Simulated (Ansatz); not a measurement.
CH2Cl2, singlet: a saddle search.

Input (in.yaml):

```yaml
crystal:
  periodic: [false, false, false]
  atoms:
    - {symbol: C, position_ang: [0.330000, -0.361100, 0.165900]}
    - {symbol: Cl, position_ang: [-0.173000, 0.103800, 1.738800]}
    - {symbol: Cl, position_ang: [-0.737300, -1.477300, -0.581000]}
    - {symbol: H, position_ang: [0.693100, 0.494500, -0.505600]}
    - {symbol: H, position_ang: [-0.112800, 1.240200, -0.818100]}
basis:
  gaussian: {orbitals: def2-SVP}
hamiltonian: {xc: pbe0, dispersion: d4}
saddle:
  max_steps: 4
  mode_guess:
    - [-0.2395, 0.4537, -0.2508]
    - [0.0852, 0.1174, -0.0548]
    - [0.0704, 0.0769, -0.1153]
    - [0.4343, -0.3339, 0.1224]
    - [-0.3504, -0.3141, 0.2985]
```

Launched with

```bash
ansatz run in.yaml --threads 2 --pin off --events-out ev --progress --plain --max-ram 4352MiB
```

What Ansatz 0.2.0 printed:

```
Functional definition: PBE0
  name "PBE0"
  cite "Adamo & Barone, J. Chem. Phys. 110, 6158 (1999) doi:10.1063/1.478522"
  cite "Perdew, Burke & Ernzerhof, Phys. Rev. Lett. 77, 3865 (1996) doi:10.1103/PhysRevLett.77.3865"
  parent pbe
  parameter a = 0.25
  parameter kappa = 0.804
  parameter beta = 0.06672455060314922
  exchange = (1 - a)*pbe_x(kappa = kappa, mu = beta*pi^2/3) + a*exact_x
  correlation = pbe_c(beta = beta)
622 factors; integrals over basis functions are off by at most 2.6e-4 eV
mean field evaluation 1: about -26091.6642 eV, gradient 1.1e1 eV
mean field evaluation 2: about -26091.6430 eV, gradient 1.2e1 eV
mean field evaluation 4: about -26091.9968 eV, gradient 1.6e0 eV
mean field evaluation 8: about -26092.0279 eV, gradient 7.7e-2 eV
mean field evaluation 16: about -26092.0279 eV, gradient 3.3e-5 eV
mean field -26092.02788712 eV, -958.8643390398 hartree, gradient 3.3e-5 eV, S^2 0.000000; 0 other end points of the search recorded, 0 dependent functions left out
the calculation of the forces begins
reference -26092.02790530 eV, -958.8643397082 hartree; 21, 21 occupied and 39, 39 virtual orbitals, 622 factors
these checks for a lower state are left out or cut short: stability, starts, cluster_reference, orbital_swaps, neighbouring_geometries, increment
622 factors; integrals over basis functions are off by at most 2.5e-4 eV
mean field -26092.03668985 eV, -958.8646625342 hartree, gradient 1.7e-6 eV, S^2 0.000000; 0 other end points of the search recorded, 0 dependent functions left out
the calculation of the forces begins
reference -26092.03670804 eV, -958.8646632028 hartree; 21, 21 occupied and 39, 39 virtual orbitals, 622 factors
these checks for a lower state are left out or cut short: stability, starts, cluster_reference, orbital_swaps, neighbouring_geometries, increment
622 factors; integrals over basis functions are off by at most 2.6e-4 eV
mean field -26092.03953792 eV, -958.8647671988 hartree, gradient 1.9e-6 eV, S^2 0.000000; 0 other end points of the search recorded, 0 dependent functions left out
the calculation of the forces begins
reference -26092.03955613 eV, -958.8647678681 hartree; 21, 21 occupied and 39, 39 virtual orbitals, 622 factors
saddle step   1: F+E_penalty+E_count = -26092.11889415 eV  max|allowed force component| = 1.164e0 eV/Å  curvature = -7.8852 eV/Å²  mode residual = 3.21e0 eV/Å²  Δτ_max = 0.0000 Å  (1 rotations, 3 force calls, 56 SCF iters)  cluster: 3 rotations left out, max|force component along them| = 1.106e-6 eV/Å
saddle step   2: F+E_penalty+E_count = -26091.93898257 eV  max|allowed force component| = 2.086e0 eV/Å  curvature = -4.2853 eV/Å²  mode residual = 2.58e0 eV/Å²  Δτ_max = 0.2000 Å  (1 rotations, 3 force calls, 61 SCF iters)  cluster: 3 rotations left out, max|force component along them| = 3.395e-7 eV/Å
saddle step   3: F+E_penalty+E_count = -26092.14426864 eV  max|allowed force component| = 3.563e-1 eV/Å  curvature = -6.5415 eV/Å²  mode residual = 2.94e0 eV/Å²  Δτ_max = 0.1204 Å  (1 rotations, 3 force calls, 60 SCF iters)  cluster: 3 rotations left out, max|force component along them| = 3.398e-7 eV/Å
saddle step   4: F+E_penalty+E_count = -26092.16868513 eV  max|allowed force component| = 3.499e-1 eV/Å  curvature = -8.2802 eV/Å²  mode residual = 1.68e0 eV/Å²  Δτ_max = 0.0418 Å  (1 rotations, 3 force calls, 60 SCF iters)  cluster: 3 rotations left out, max|force component along them| = 5.993e-7 eV/Å
Error: the saddle search did not converge after 4 steps: max|allowed force component| = 3.50e-1 eV/Å (threshold 5.0e-2). At the last step the curvature along the mode is -8.280 eV/Å² (extrapolated from the last rotation, not read by a force call), negative, as on the way to a saddle point. To go on, set a larger `saddle.max_steps` (a set value also replaces the default of 250 for a search that goes on from a second negative curvature), or search again from the last step's geometry and mode. Where this run's directory can be resumed (`checkpoint.write`), a resume goes on for up to `saddle.max_steps` more
F+E_penalty+E_count at the last step = -26092.16868513 eV
to start another search from the last step: its geometry and its mode (saddle.mode_guess, Cartesian):
  atoms:
    - { symbol: C, position_ang: [0.31759296, -0.36253662, 0.16983478] }
    - { symbol: Cl, position_ang: [-0.17749590, 0.07762649, 1.75880585] }
    - { symbol: Cl, position_ang: [-0.74213206, -1.50471493, -0.56231427] }
    - { symbol: H, position_ang: [0.65574482, 0.56769188, -0.54653310] }
    - { symbol: H, position_ang: [-0.05370982, 1.22203319, -0.81979326] }
  mode_guess:
    - [-0.27898261, 0.44706228, -0.23679835]
    - [0.08508097, 0.09116227, -0.06919541]
    - [0.08068590, 0.07919538, -0.08715033]
    - [0.46481755, -0.39417635, 0.15568856]
    - [-0.35160181, -0.22324357, 0.23745553]


[the SCF lines of later steps are left out]
```

The run took about 12 s on 2 CPU threads of an Arm Neoverse N1 (shared host).


The run did not converge within its limit. Four steps were allowed, too few from this start.